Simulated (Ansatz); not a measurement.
Density of states of LiNi2P2 (I4/mmm, a = 3.736 Å, b = 3.736 Å, c = 9.133 Å, α = 90.00°, β = 90.00°, γ = 90.00°), in states per eV and primitive cell, averaged over bins of 0.3 eV. The calculation used DFT r2SCAN, scalar-relativistic, plane waves, PAW (Ansatz 0.2.0).

Settings: cutoff 500 eV, Γ-centred mesh 14×14×14 on the computed 5-atom cell, Gaussian smearing of 0.10 eV; no spin polarisation.

The cell is relaxed at this level. The states (both spins) are summed by tetrahedra on a 21×21×21 mesh at the self-consistent density. Energies are bin centres; the table starts no lower than −8 eV and ends at 6 eV, or lower where the solved bands end.

It is a metal at this level.

```csv
E − E_F (eV),total,Ni 3d,P 3p,Ni 4s,P 3s,Li 2s
-7.70,0.17,0.02,0.12,0.02,0.00,0.00
-7.40,1.24,0.12,0.89,0.16,0.02,0.03
-7.10,2.23,0.24,1.55,0.32,0.04,0.05
-6.80,1.98,0.30,1.34,0.24,0.05,0.03
-6.50,2.05,0.46,1.28,0.18,0.06,0.04
-6.20,1.49,0.30,0.94,0.15,0.05,0.03
-5.90,3.05,0.74,2.00,0.13,0.09,0.05
-5.60,2.47,0.68,1.56,0.10,0.07,0.03
-5.30,2.01,0.70,1.14,0.10,0.04,0.01
-5.00,3.26,1.33,1.75,0.11,0.04,0.01
-4.70,2.70,1.07,1.48,0.09,0.02,0.02
-4.40,2.70,1.13,1.40,0.10,0.01,0.01
-4.10,3.72,2.02,1.53,0.07,0.01,0.01
-3.80,3.78,2.28,1.26,0.03,0.07,0.01
-3.50,4.76,3.50,0.94,0.02,0.10,0.03
-3.20,8.15,6.84,0.58,0.01,0.10,0.22
-2.90,4.25,3.86,0.21,0.00,0.02,0.03
-2.60,5.77,5.30,0.22,0.01,0.02,0.05
-2.30,8.84,8.35,0.15,0.05,0.03,0.05
-2.00,6.93,6.61,0.13,0.02,0.02,0.03
-1.70,2.76,2.44,0.19,0.01,0.03,0.01
-1.40,3.90,2.97,0.42,0.06,0.25,0.02
-1.10,2.60,1.77,0.48,0.05,0.11,0.04
-0.80,3.23,2.33,0.62,0.05,0.06,0.05
-0.50,2.82,1.76,0.75,0.06,0.06,0.06
-0.20,2.64,1.62,0.75,0.09,0.06,0.02
0.10,2.47,1.32,0.89,0.06,0.08,0.01
0.40,2.04,0.96,0.81,0.04,0.08,0.01
0.70,1.38,0.58,0.61,0.03,0.05,0.01
1.00,1.07,0.41,0.51,0.02,0.03,0.01
1.30,0.93,0.33,0.47,0.02,0.03,0.01
1.60,0.83,0.27,0.45,0.01,0.02,0.00
1.90,0.70,0.21,0.38,0.01,0.03,0.01
2.20,0.88,0.19,0.42,0.01,0.12,0.04
2.50,0.83,0.15,0.40,0.02,0.13,0.03
2.80,0.89,0.13,0.42,0.03,0.15,0.01
3.10,1.28,0.17,0.53,0.07,0.22,0.03
3.40,1.72,0.23,0.52,0.17,0.28,0.13
3.70,2.12,0.22,0.51,0.29,0.28,0.25
4.00,1.92,0.18,0.38,0.25,0.17,0.40
4.30,2.01,0.16,0.38,0.26,0.11,0.39
4.60,2.18,0.17,0.43,0.29,0.07,0.31
4.90,2.02,0.12,0.28,0.24,0.06,0.25
5.20,2.09,0.10,0.21,0.21,0.06,0.23
5.50,2.61,0.11,0.25,0.32,0.09,0.29
5.80,2.83,0.12,0.31,0.41,0.10,0.22
```

The columns after the total are the Löwdin projections on the occupied valence shells of the potentials. The rest of the total lies in shells that are empty in the free atom, which aren't projected, and between the atoms.

A ferromagnetic start lost its moments in a first run, so spin was left out; other magnetic orders weren't tried.

Cost: 1 run of about 5.2 core-minutes, on Arm Neoverse V2 (shared hosts).